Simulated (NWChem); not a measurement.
Molecule: acetonitrile (C2H3N); SMILES CC#N

```xyz
6

C      0.0000     0.0000    -1.1625
C      0.0000     0.0000     0.2907
N      0.0000     0.0000     1.4476
H      1.0196     0.1555    -1.5430
H     -0.3751    -0.9607    -1.5430
H     -0.6445     0.8052    -1.5430
```
Atoms are numbered in this order, from 1.

Computed with NWChem. Geometry: optimised at PBE0/def2-SVP. GIAO values for the isolated, static molecule; σ is the absolute isotropic shielding.

For level Hartree-Fock/pcSseg-2:

- σ N3 (ppm) = -42.1

What are these values for level Hartree-Fock/pcSseg-1?

The σ N3 (ppm) comes out as -46.5.
